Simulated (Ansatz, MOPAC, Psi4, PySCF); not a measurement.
Process, species as SMILES: NC=O + C (CH4) -> O=C (CH2O) + CN (CH5N)

Wanted: bond separation energy (enthalpy at 298 K), in kcal/mol. Set-up: LANL2DZ all-electron up to Ne; non-relativistic; spin-orbit terms left out; 6-311+G** with 5d; valence correlation only; dispersion terms only where a functional's name holds one; 6-31G* and kin with 6d, 5d where marked; PM7 with its own dispersion and hydrogen-bond terms. Basis-set limits of correlation are two-point, X^-3; Hartree-Fock from the larger set. The bracket is a focal-point correction in the basis named. Ab initio and DFT rows: single points at B3LYP-D3(BJ) geometries (Ansatz, a quantum-chemistry and plane-wave program), with unscaled harmonic terms from B3LYP/6-31G* at its own minima. Semi-empirical rows: MOPAC heats of formation at their own minima for 298 K.

Measured values: Active Thermochemical Tables 1.112 (ions: stationary electron), as tabulated in the package chemicals; CRC Handbook, as tabulated in the package chemicals; they hold spin-orbit and core effects, anharmonicity and other conformers. 

Value to compare with, the measured value: 33.1 kcal/mol.

| level | program | bond separation energy (enthalpy at 298 K) (kcal/mol) | error |
|---|---|---|---|
| PM7 | MOPAC | 29.5 | -3.6 |
| HF/LANL2DZ | Ansatz | 34.9 | 1.8 |
| PBE/LANL2DZ | Ansatz | 40.7 | 7.6 |
| B3LYP/6-311+G** | Ansatz | 33.4 | 0.3 |
| wB97X-D/6-31G* | Psi4 | 33.9 | 0.8 |
| MP2/6-311+G** | Ansatz | 31.2 | -1.9 |
| B3LYP/def2-TZVPD | Ansatz | 33.5 | 0.4 |
| PBE0/def2-TZVPD | Ansatz | 34.4 | 1.3 |
| M06-2X/def2-TZVPD | PySCF | 32.3 | -0.8 |
| RI-MP2/CBS(aug-cc-pVTZ,aug-cc-pVQZ)+[CCSD(T)-MP2]/aug-cc-pVTZ | Ansatz | 31.3 | -1.8 |

Among the 6 habitual levels, PBE/LANL2DZ lies farthest from the measured value (7.6 kcal/mol); 4 of 6 lie above it, and their mean absolute error is 2.7 kcal/mol, the median 1.9. One case shows no general order.

The levels are drawn from those run, B3LYP/6-31G* more often than the rest, none by its result; runs whose electronic state is in doubt are left out.
